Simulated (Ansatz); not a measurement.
A calculation with Ansatz (development build ahead of 0.2.0).

```yaml
crystal:
  periodic: [false, false, false]
  atoms:
    - { symbol: "N", position_ang: [0.0, 0.0, -0.28961] }
    - { symbol: O, position_ang: [0.0, 1.00549, 0.12671] }
    - { symbol: O, position_ang: [0.0, -1.00549, 0.12671] }
basis:
  gaussian: { orbitals: cc-pVTZ }
magnetization:
  spin_polarized: true
  initial_magnetization: 1
hamiltonian:
  xc: hf
```

The input is written out in the form of the current development build from the run's settings.

The run gave:

```json
{
  "Converged": "yes",
  "Total energy": "-204.09304 hartree",
  "Spin squared of the determinant": "0.763"
}
```
